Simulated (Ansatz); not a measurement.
## One elementary step

Start structure (C2H6S, closed shell), relaxed at PBE0-D4/def2-TZVP:

```
atom    x (Å)    y (Å)    z (Å)
  S1  -1.6997  -0.3097  -0.5178
  C2   0.0464  -0.4965  -0.0516
  H3   0.5931  -0.9432  -0.8837
  H4   0.1176  -1.1637   0.8089
  C5   0.6120   0.8686   0.2851
  H6   1.6630   0.7823   0.5696
  H7   0.0716   1.3243   1.1178
  H8   0.5466   1.5440  -0.5709
  H9  -1.9506  -1.6062  -0.7575
```

The step: C₂H₆S (CCS) → C₂H₄ (C=C) + H₂S; bonds formed: S1–H8; bonds broken: S1–C2, C5–H8. Ansatz 0.2.0; basis: def2-TZVPP and def2-QZVPP; cores frozen in the correlated methods. Extrapolation: Hartree–Fock as exp(−7.88 √X), correlation as X^−2.97. Energies below are by CCSD(T) at an estimated basis limit (MP2 extrapolated from triple and quadruple zeta, plus CCSD(T) − MP2 in triple zeta).

What are the electronic barrier and the energy of the step, from the start structure to the end structure? (Judge from chemistry; the value comes from the calculation.)

By the calculation: Barrier 296.5 kJ/mol; step energy 88.8 kJ/mol (uphill); reverse barrier, their difference, 207.7 kJ/mol. Barrier and step energy count from the start structure, the reverse barrier from the end structure.

The saddle point: One imaginary mode of 1108i cm⁻¹.
```
 pair  start (Å)  saddle (Å)  end (Å)
S1–H8       2.91        1.71     1.35
S1–C2       1.82        2.57     4.01
C5–H8       1.09        1.30     2.69
```

Zero-point energy (harmonic, PBE0-D4): ZPE is 196.9 kJ/mol at the start and 176.0 kJ/mol at the saddle, so the barrier goes from 296.5 to 275.6 kJ/mol.

First-order rate constant out of the start structure at 698 K by transition-state theory, with harmonic vibrational free energies alone and no tunnelling: ΔA‡ = 276.4 kJ/mol, so k = (kB T/h) exp(−ΔA‡/kB T) ≈ 10^-8 s⁻¹ (an order of magnitude at best: rotation, the number of equivalent paths and anharmonicity are left out).

T1 diagnostic: at most 0.027. The T1 diagnostic is large here, which may signal multireference character or strong orbital relaxation, so CCSD(T) is less sure. The restricted Hartree–Fock reference is unstable towards an unrestricted one at one or more of these structures.

For scale, one of the runs: CCSD(T)/def2-TZVPP, 188 basis functions, launched by `ansatz run in.yaml --threads 2 --pin off --events-out ev --progress --plain --max-ram 4352MiB`. The run took 27 s on 2 CPU threads (shared host), with 2 GiB of host memory at its peak.
